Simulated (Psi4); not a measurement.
# CHF (SMILES [CH]F): HF/aug-cc-pVTZ

Aim: the energy change on altering one bond length of CHF at HF/aug-cc-pVTZ, from 2 runs. 

The calculation is run with Psi4 1.11.

1 further run of the same task is left out (set aside as unsound or not needed).

## (1) Starting point

The species is CHF (3 atoms), meant as a singlet with charge 0. As SMILES, `[CH]F`. The shape is that of a GFN2-xTB optimisation.

Bond lengths: C1–F2 1.316 Å, C1–H3 1.069 Å. Angles: F2–C1–H3 121.3°.

## (2) A single-point energy at HF/aug-cc-pVTZ

Input file chf.py:

```python
import psi4

psi4.set_memory('1600 MB')
psi4.set_num_threads(1)
psi4.set_output_file('chf.out', False)

geom = psi4.geometry("""
C     -0.24213061    -0.67877073    -0.20101017
F      1.83229735    -0.02131611     1.00187610
H     -1.59014784     0.70008684    -0.80086593
units au
symmetry c1
""")

psi4.set_options({
    'basis': 'aug-cc-pVTZ',
    'reference': 'rhf',
    'puream': True,
    'e_convergence': 1e-09,
    'd_convergence': 1e-08,
    'scf_type': 'pk',
})

result, w = psi4.energy("scf", return_wfn=True)
psi4.oeprop(w, "QUADRUPOLE", "DIPOLE", "WIBERG_LOWDIN_INDICES", title="SCF")
print(f'total energy {result:.8f} hartree = {result * 27.211386:.5f} eV')
for k, v in sorted(psi4.core.scalar_variables().items()):
    print(f'{k:45s} {v:18.10f}')
```

On the command line:

```bash
$ python chf.py
```

chf.out:

```text
[...]
  Running in c1 symmetry.
[...]
  Nuclear repulsion =   26.976024275654215
[...]
  Multiplicity = 1
[...]
  Nalpha       = 8
  Nbeta        = 8
[...]
    Number of basis functions: 115
[...]
   @RHF iter   1:  -137.77677295955155   -7.02252e-01   1.81772e-03 DIIS/ADIIS
[...]
   @RHF iter  11:  -137.79748076874085   -1.56319e-12   1.90650e-09 DIIS
[...]
    Orbital Energies [Eh]
    ---------------------
    Doubly Occupied:
       1A    -26.365405     2A    -11.362465     3A     -1.678570
       4A     -0.928208     5A     -0.768676     6A     -0.715659
       7A     -0.703439     8A     -0.384774
[...]
  @RHF Final Energy:  -137.79748076874085
   => Energetics <=
    Nuclear Repulsion Energy =             26.9760242756542148
    One-Electron Energy =                -243.7326200261303768
    Two-Electron Energy =                  78.9591149817353113
    Total Energy =                       -137.7974807687408543
[...]
 Multipole Moments:
 ------------------------------------------------------------------------------------
     Multipole            Electronic (a.u.)      Nuclear  (a.u.)        Total (a.u.)
 ------------------------------------------------------------------------------------
 L = 1.  Multiply by 2.5417464519 to convert [e a0] to [Debye]
 Dipole X            :          1.5618684           -1.9218862           -0.3600178
 Dipole Y            :          0.3049989            0.3585712            0.6635702
 Dipole Z            :         -0.0000000           -0.0000000           -0.0000000
 Magnitude           :                                                    0.7549425
 L = 2.  Multiply by 1.3450342976 to convert [e a0^2] to [Debye ang]
 Quadrupole XX       :        -36.7373522           28.8515854           -7.8857668
 Quadrupole XY       :         -4.5529919            2.9580615           -1.5949304
[...]
```

The script printed:

```text
total energy -137.79748077 hartree = -3749.66044 eV
CURRENT ENERGY                                   -137.7974807687
CURRENT REFERENCE ENERGY                         -137.7974807687
DD SOLVATION ENERGY                                 0.0000000000
HF KINETIC ENERGY                                 137.6620975488
HF POTENTIAL ENERGY                              -275.4595783175
HF TOTAL ENERGY                                  -137.7974807687
HF VIRIAL RATIO                                     2.0009834459
NUCLEAR REPULSION ENERGY                           26.9760242757
ONE-ELECTRON ENERGY                              -243.7326200261
PCM POLARIZATION ENERGY                             0.0000000000
PE ENERGY                                           0.0000000000
SCF ITERATION ENERGY                             -137.7974807687
SCF ITERATIONS                                     11.0000000000
SCF TOTAL ENERGY                                 -137.7974807687
TWO-ELECTRON ENERGY                                78.9591149817
```

Run time: 3.9 s. Hardware: 1 thread of Intel Xeon 6975P-C (Granite Rapids), shared host; peak memory 0.54 GiB.

## (3) The distorted shape

Input file job.inp:

```
memory 1600 mb

molecule {
  0 1
  C
  F 1 1.315773
  H 1 1.229 2 121.33649
  units angstrom
  symmetry c1
}

set basis aug-cc-pVTZ
set puream true
set e_convergence 1e-09
set d_convergence 1e-08
set scf_type pk

result, w = energy("scf", return_wfn=True)
oeprop(w, "QUADRUPOLE", "LOWDIN_CHARGES", "MAYER_INDICES", title="SCF")
print_variables()
```

On the command line:

```bash
$ psi4 -i job.inp -o job.out -n 1
```

job.out:

```text
[...]
  Running in c1 symmetry.
[...]
  Nuclear repulsion =   26.447499965260370
[...]
  Multiplicity = 1
[...]
  Nalpha       = 8
  Nbeta        = 8
[...]
    Number of basis functions: 115
[...]
   @RHF iter   1:  -137.76794958187699   -7.42536e-01   1.90860e-03 ADIIS/DIIS
[...]
   @RHF iter  11:  -137.79000197151964   -4.77485e-12   3.23165e-09 DIIS
[...]
    Orbital Energies [Eh]
    ---------------------
    Doubly Occupied:
       1A    -26.370846     2A    -11.383972     3A     -1.684166
       4A     -0.915056     5A     -0.758760     6A     -0.720650
       7A     -0.680718     8A     -0.383793
[...]
  @RHF Final Energy:  -137.79000197151964
   => Energetics <=
    Nuclear Repulsion Energy =             26.4474999652603699
    One-Electron Energy =                -242.6790796749426988
    Two-Electron Energy =                  78.4415777381626782
    Total Energy =                       -137.7900019715196436
[...]
 Multipole Moments:
 ------------------------------------------------------------------------------------
     Multipole            Electronic (a.u.)      Nuclear  (a.u.)        Total (a.u.)
 ------------------------------------------------------------------------------------
 L = 1.  Multiply by 2.5417464519 to convert [e a0] to [Debye]
 Dipole X            :          0.3469401           -0.9842778           -0.6373377
 Dipole Y            :         -1.6946413            1.8359532            0.1413118
 Dipole Z            :          0.0000000            0.0000000            0.0000000
 Magnitude           :                                                    0.6528158
 L = 2.  Multiply by 1.3450342976 to convert [e a0^2] to [Debye ang]
 Quadrupole XX       :        -12.9763540            3.7496336           -9.2267204
 Quadrupole XY       :          3.3793337           -5.1336042           -1.7542705
[...]
```

It took 3.9 s on 1 thread of Intel Xeon 6975P-C (Granite Rapids), shared host; peak memory 0.55 GiB.

## (4) Results

Level: HF/aug-cc-pVTZ.

| quantity | value |
| --- | --- |
| first shape: total energy | -137.79748 Eh |
| first shape: dipole moment | 1.92 D |
| first shape: HOMO energy | -10.47 eV |
| first shape: LUMO energy | 0.79 eV |
| first shape: HOMO–LUMO gap | 11.26 eV |
| distorted shape: total energy | -137.79000 Eh |
| distorted shape: dipole moment | 1.66 D |
| distorted shape: HOMO energy | -10.44 eV |
| distorted shape: LUMO energy | 0.82 eV |
| distorted shape: HOMO–LUMO gap | 11.26 eV |
| energy change with the C1–H3 bond stretched from 1.069 to 1.229 Å | 0.204 eV |

What this shows: With the C1–H3 bond stretched from 1.069 to 1.229 Å the energy rises by 0.20 eV (19.6 kJ/mol). The first shape isn't relaxed at this level, so the change isn't measured from a minimum.
